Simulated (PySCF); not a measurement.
**wB97M-V/cc-pVTZ run of LiCl (SMILES [Li][Cl])**

What is the energy change on altering one bond length of LiCl at wB97M-V/cc-pVTZ? 

The results are computed with PySCF 2.14.0.

2 further runs of the same task are left out: 2 set aside as unsound or not needed.

## 1. Starting point

LiCl: 2 atoms, total charge 0, spin state singlet. As SMILES, `[Li][Cl]`. The shape is that of a PBE0-D4/def2-TZVP optimisation.

Bond lengths: Li1–Cl2 2.014 Å.

## 2. A single-point energy at wB97M-V/cc-pVTZ

input.py reads:

```python
from pyscf import gto, dft

mol = gto.Mole()
mol.atom = [
    ('Li', (0.857060, -0.306110, 0.430800)),
    ('Cl', (-0.857060, 0.306110, -0.430800)),
]
mol.basis = 'cc-pvtz'
mol.verbose = 4
mol.max_memory = 1860
mol.build()

mf = dft.RKS(mol)
mf.xc = 'wb97m-v'
mf.nlcgrids.level = 1
mf.conv_tol = 1e-10
mf.grids.level = 5
mf.kernel()
if not mf.converged:
    mf = mf.newton().run(mf.mo_coeff, mf.mo_occ)

etot = mf.e_tot
print('Final energy', etot)
```

On the command line:

```bash
OMP_NUM_THREADS=1 python input.py
```

What it wrote:

```text
PySCF version 2.14.0

[INPUT] num. atoms = 2
[INPUT] num. electrons = 20
[INPUT] charge = 0
[INPUT] spin (= nelec alpha-beta = 2S) = 0
[INPUT] symmetry False subgroup None
[INPUT] Mole.unit = angstrom
[INPUT] Symbol           X                Y                Z      unit          X                Y                Z       unit  Magmom
[INPUT]  1 Li     0.857060000000  -0.306110000000   0.430800000000 AA    1.619608672320  -0.578464063991   0.814094014463 Bohr   0.0
[INPUT]  2 Cl    -0.857060000000   0.306110000000  -0.430800000000 AA   -1.619608672320   0.578464063991  -0.814094014463 Bohr   0.0

nuclear repulsion = 13.4015732734626
number of shells = 18
number of NR pGTOs = 102
number of NR cGTOs = 64
basis = cc-pvtz
ecp = {}

******** <class 'pyscf.dft.rks.RKS'> ********
method = RKS
initial guess = minao
damping factor = 0
level_shift factor = 0
DIIS = <class 'pyscf.scf.diis.CDIIS'>
diis_start_cycle = 1
diis_space = 8
diis_damp = 0
SCF conv_tol = 1e-10
SCF conv_tol_grad = None
SCF max_cycles = 50
direct_scf = True
direct_scf_tol = 1e-13
XC library pyscf.dft.libxc version 7.0.0
    S. Lehtola, C. Steigemann, M. J.T. Oliveira, and M. A.L. Marques.,  SoftwareX 7, 1–5 (2018)
XC functionals = wb97m-v
radial grids:
    Treutler-Ahlrichs [JCP 102, 346 (1995); DOI:10.1063/1.469408] (M4) radial grids

becke partition: Becke, JCP 88, 2547 (1988); DOI:10.1063/1.454033
pruning grids: <function nwchem_prune>
grids dens level: 5
symmetrized grids: False
atomic radii adjust function: <function treutler_atomic_radii_adjust>
** Following is NLC and NLC Grids **
NLC functional = wb97m-v
radial grids:
    Treutler-Ahlrichs [JCP 102, 346 (1995); DOI:10.1063/1.469408] (M4) radial grids

becke partition: Becke, JCP 88, 2547 (1988); DOI:10.1063/1.454033
pruning grids: <function nwchem_prune>
grids dens level: 1
symmetrized grids: False
atomic radii adjust function: <function treutler_atomic_radii_adjust>
small_rho_cutoff = 0
Set gradient conv threshold to 1e-05
Initial guess from minao.
tot grids = 84624
tot grids = 11400
init E= -467.599093758329
  HOMO = -0.449695300620894  LUMO = -0.0672611310563012  gap/eV = 10.40656
cycle= 1 E= -467.752210536263  delta_E= -0.153  |g|= 0.311  |ddm|= 0.846
  HOMO = -0.268142619376154  LUMO = -0.038692087447874  gap/eV = 6.24367
cycle= 2 E= -467.774945631244  delta_E= -0.0227  |g|= 0.245  |ddm|= 0.478
  HOMO = -0.337757721438793  LUMO = -0.0338755437872997  gap/eV = 8.26906
cycle= 3 E= -467.78723263887  delta_E= -0.0123  |g|= 0.0164  |ddm|= 0.149
  HOMO = -0.346225341796763  LUMO = -0.032696504461712  gap/eV = 8.53155
cycle= 4 E= -467.787356948105  delta_E= -0.000124  |g|= 0.00366  |ddm|= 0.0205
  HOMO = -0.346950486994961  LUMO = -0.0321601457520373  gap/eV = 8.56588
cycle= 5 E= -467.787375381905  delta_E= -1.84e-05  |g|= 0.00111  |ddm|= 0.00869
  HOMO = -0.346924034144675  LUMO = -0.0322169460744473  gap/eV = 8.56362
cycle= 6 E= -467.787377278993  delta_E= -1.9e-06  |g|= 0.000485  |ddm|= 0.00288
  HOMO = -0.346892014185262  LUMO = -0.0322106304883407  gap/eV = 8.56292
cycle= 7 E= -467.787377555073  delta_E= -2.76e-07  |g|= 7.28e-05  |ddm|= 0.00133
  HOMO = -0.346879909782705  LUMO = -0.0322286404034706  gap/eV = 8.56210
cycle= 8 E= -467.787377562442  delta_E= -7.37e-09  |g|= 8.71e-06  |ddm|= 0.00025
  HOMO = -0.346877260747077  LUMO = -0.0322287995526205  gap/eV = 8.56202
cycle= 9 E= -467.787377562543  delta_E= -1e-10  |g|= 1.68e-06  |ddm|= 3.21e-05
  HOMO = -0.346877032202769  LUMO = -0.0322289302072436  gap/eV = 8.56201
cycle= 10 E= -467.787377562547  delta_E= -4.09e-12  |g|= 2.3e-07  |ddm|= 7.46e-06
  HOMO = -0.346877113488861  LUMO = -0.0322289411714598  gap/eV = 8.56201
Extra cycle  E= -467.787377562547  delta_E= 1.14e-13  |g|= 1.11e-07  |ddm|= 5.73e-07
converged SCF energy = -467.787377562547
Final energy -467.7873775625466
```

Run time: 14 s. Hardware: 1 thread of Arm Neoverse V2, shared host; peak memory 0.34 GiB.

## 3. The distorted shape at the same level

run.py reads:

```python
from pyscf import gto, dft

molecule = gto.Mole()
molecule.atom = '''
Li     4.210930    -1.503988     2.116618
Cl    -1.619609     0.578464    -0.814094
'''
molecule.max_memory = 1860
molecule.basis = 'cc-pvtz'
molecule.charge = 0
molecule.verbose = 4
molecule.unit = 'bohr'
molecule.build()

myscf = dft.RKS(molecule, xc='wb97m-v')
myscf.grids.level = 5
myscf.conv_tol = 1e-10
myscf.nlcgrids.level = 1
myscf.kernel()
if not myscf.converged:
    myscf = myscf.newton().run(myscf.mo_coeff, myscf.mo_occ)

e_final = myscf.e_tot
print('E = %.10f Eh' % e_final)
```

On the command line:

```bash
OMP_NUM_THREADS=1 python run.py
```

What it wrote:

```text
PySCF version 2.14.0

[INPUT] num. atoms = 2
[INPUT] num. electrons = 20
[INPUT] charge = 0
[INPUT] spin (= nelec alpha-beta = 2S) = 0
[INPUT] symmetry False subgroup None
[INPUT] Mole.unit = bohr
[INPUT] Symbol           X                Y                Z      unit          X                Y                Z       unit  Magmom
[INPUT]  1 Li     2.228328192779  -0.795876175097   1.120066009823 AA    4.210930000000  -1.503988000000   2.116618000000 Bohr   0.0
[INPUT]  2 Cl    -0.857060173401   0.306109966138  -0.430799992347 AA   -1.619609000000   0.578464000000  -0.814094000000 Bohr   0.0

nuclear repulsion = 7.44538525593825
number of shells = 18
number of NR pGTOs = 102
number of NR cGTOs = 64
basis = cc-pvtz
ecp = {}

******** <class 'pyscf.dft.rks.RKS'> ********
method = RKS
initial guess = minao
damping factor = 0
level_shift factor = 0
DIIS = <class 'pyscf.scf.diis.CDIIS'>
diis_start_cycle = 1
diis_space = 8
diis_damp = 0
SCF conv_tol = 1e-10
SCF conv_tol_grad = None
SCF max_cycles = 50
direct_scf = True
direct_scf_tol = 1e-13
XC library pyscf.dft.libxc version 7.0.0
    S. Lehtola, C. Steigemann, M. J.T. Oliveira, and M. A.L. Marques.,  SoftwareX 7, 1–5 (2018)
XC functionals = wb97m-v
radial grids:
    Treutler-Ahlrichs [JCP 102, 346 (1995); DOI:10.1063/1.469408] (M4) radial grids

becke partition: Becke, JCP 88, 2547 (1988); DOI:10.1063/1.454033
pruning grids: <function nwchem_prune>
grids dens level: 5
symmetrized grids: False
atomic radii adjust function: <function treutler_atomic_radii_adjust>
** Following is NLC and NLC Grids **
NLC functional = wb97m-v
radial grids:
    Treutler-Ahlrichs [JCP 102, 346 (1995); DOI:10.1063/1.469408] (M4) radial grids

becke partition: Becke, JCP 88, 2547 (1988); DOI:10.1063/1.454033
pruning grids: <function nwchem_prune>
grids dens level: 1
symmetrized grids: False
atomic radii adjust function: <function treutler_atomic_radii_adjust>
small_rho_cutoff = 0
Set gradient conv threshold to 1e-05
[... 1 set-up line as earlier in the session ...]
tot grids = 84624
tot grids = 11400
init E= -467.438817167654
  HOMO = -0.417474814006972  LUMO = -0.090098856172709  gap/eV = 8.90835
cycle= 1 E= -467.639722513287  delta_E= -0.201  |g|= 0.372  |ddm|= 0.774
  HOMO = -0.153642383023551  LUMO = -0.0945505693089519  gap/eV = 1.60797
cycle= 2 E= -467.664970953663  delta_E= -0.0252  |g|= 0.37  |ddm|= 0.749
  HOMO = -0.257155793539885  LUMO = -0.0843891032019926  gap/eV = 4.70122
cycle= 3 E= -467.697585881071  delta_E= -0.0326  |g|= 0.0243  |ddm|= 0.276
  HOMO = -0.268038030683415  LUMO = -0.0850963937778477  gap/eV = 4.97810
cycle= 4 E= -467.697840161864  delta_E= -0.000254  |g|= 0.00805  |ddm|= 0.031
  HOMO = -0.272053340770678  LUMO = -0.0838510443459768  gap/eV = 5.12125
cycle= 5 E= -467.697880293397  delta_E= -4.01e-05  |g|= 0.00134  |ddm|= 0.0148
  HOMO = -0.272542665958983  LUMO = -0.0836037282870778  gap/eV = 5.14129
cycle= 6 E= -467.697883458958  delta_E= -3.17e-06  |g|= 0.000303  |ddm|= 0.00481
  HOMO = -0.272577238145676  LUMO = -0.0835502306755354  gap/eV = 5.14369
cycle= 7 E= -467.697883611963  delta_E= -1.53e-07  |g|= 0.000128  |ddm|= 0.000861
  HOMO = -0.272607548294467  LUMO = -0.0835300104012484  gap/eV = 5.14506
cycle= 8 E= -467.697883646563  delta_E= -3.46e-08  |g|= 2.93e-05  |ddm|= 0.000482
  HOMO = -0.272614805482353  LUMO = -0.0835226686089259  gap/eV = 5.14546
cycle= 9 E= -467.697883649992  delta_E= -3.43e-09  |g|= 7.75e-06  |ddm|= 0.000158
  HOMO = -0.272617629924159  LUMO = -0.0835190775129417  gap/eV = 5.14563
cycle= 10 E= -467.697883650184  delta_E= -1.92e-10  |g|= 1.28e-06  |ddm|= 4.5e-05
  HOMO = -0.272617974585242  LUMO = -0.0835185266814999  gap/eV = 5.14566
cycle= 11 E= -467.697883650189  delta_E= -5.12e-12  |g|= 3.73e-07  |ddm|= 8.22e-06
  HOMO = -0.272618225272267  LUMO = -0.0835184373545701  gap/eV = 5.14567
Extra cycle  E= -467.697883650188  delta_E= 9.09e-13  |g|= 2.08e-07  |ddm|= 8.68e-07
converged SCF energy = -467.697883650188
E = -467.6978836502 Eh
```

Wall time 13 s (1 thread of Arm Neoverse V2, shared host); peak memory 0.34 GiB.

## 4. What came out

Level: wB97M-V/cc-pVTZ.

| quantity | value |
| --- | --- |
| first shape: total energy | -467.78738 Eh |
| first shape: dipole moment | 6.84 D |
| first shape: HOMO energy | -9.44 eV |
| first shape: LUMO energy | -0.88 eV |
| first shape: HOMO–LUMO gap | 8.56 eV |
| distorted shape: total energy | -467.69788 Eh |
| distorted shape: dipole moment | 14.23 D |
| distorted shape: HOMO energy | -7.42 eV |
| distorted shape: LUMO energy | -2.27 eV |
| distorted shape: HOMO–LUMO gap | 5.15 eV |
| energy change with the Li1–Cl2 bond stretched from 2.014 to 3.625 Å | 2.435 eV |

With the Li1–Cl2 bond stretched from 2.014 to 3.625 Å the energy rises by 2.44 eV (235 kJ/mol). The first shape isn't relaxed at this level, so the change isn't measured from a minimum.
